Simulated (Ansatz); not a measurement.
Bond stretch in SH, doublet.

- UHF/def2-SVP (Ansatz, a quantum-chemistry and plane-wave program)
- ROCCSD(T) = CCSD(T) on ROHF/def2-SVP, frozen core run with Ansatz
- ROCCSDT(Q) = CCSDT(Q)/B on ROHF/def2-SVP, frozen core run with Ansatz

Energies are in kcal/mol, each relative to the lowest point of its own curve near equilibrium.

```csv
R / Å,UHF,ROCCSD(T),ROCCSDT(Q)
1.02,61.6,63.2,63.3
1.07,39.6,41.0,41.1
1.16,14.7,15.8,15.8
1.22,5.8,6.6,6.6
1.24,3.8,4.5,4.6
1.34,0.0,0.0,0.0
1.35,0.0,0.0,0.0
1.39,0.8,0.5,0.5
1.42,2.0,1.3,1.3
1.45,3.5,2.6,2.6
1.55,10.8,8.8,8.7
1.65,20.2,16.8,16.7
1.82,36.7,31.6,31.4
2.01,47.9,46.7,46.3
2.25,54.3,—,—
2.42,56.4,—,—
2.69,58.0,—,—
2.95,58.6,—,—
3.27,58.9,—,—
3.66,59.1,—,—
4.05,59.2,—,—
4.74,59.2,—,—
```

Dashes: no converged value, or the column stops at the first point that the program doubted or that broke a chosen test of continuity, which isn't proof of a fault.

The scan ran from 1.02 to 5.35 Å; beyond the distances shown full CI changes its symmetry label. The unrestricted determinant behind UHF is spin-contaminated at 1.82 to 4.74 Å (<S²> up to 1.8, against 0.75 for a pure doublet). The T1 diagnostic of CCSD on the restricted reference of ROCCSD(T), ROCCSDT(Q) exceeds 0.045 at 2.25 to 2.42 Å.
